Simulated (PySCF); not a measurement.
Structure from NMR data

The spectra below were simulated for a compound C4H12P2.

$^{1}$H NMR (500 MHz, computed): δ 1.03 (m, 12H).

$^{13}$C{$^{1}$H} NMR (computed): δ 13.6 (4C).

PySCF 2.14 calculation with structure optimised with PBE0-D3(BJ)/def2-TZVP and NMR shieldings at PBE0/pcSseg-2/GIAO; no solvent model, fast rotation and ring inversion assumed for equivalent nuclei, non-relativistic, single conformer.

Scale: $^{1}$H (σ = 31.52 ppm), $^{13}$C (σ = 186.03 ppm) against TMS (reference shieldings calculated alike).

Deduce the structure.

Results:


1 carbon signal for 4 carbons: some carbons are equivalent by symmetry or fast rotation. Carbon types of the structure: 4 × CH3, which accounts for all hydrogens. δC 13.6: methyl carbon bonded to P. δH 1.03: hydrogen on a methyl carbon bonded to P.

The compound is SMILES CP(C)P(C)C.

This is the structure that produced the data.

Splittings by $^{31}$P in the carbon and heteronuclear signals aren't shown, as no couplings were computed. Shifts are as computed. Against solution values, carbons near 30 ppm lie about +3 ppm off and those near 130 ppm about +9 ppm. Of 1309 compounds with measured shifts, 239 miss one by over three times the rms of a fit or turn the order of signals round; such compounds aren't used in these exercises.
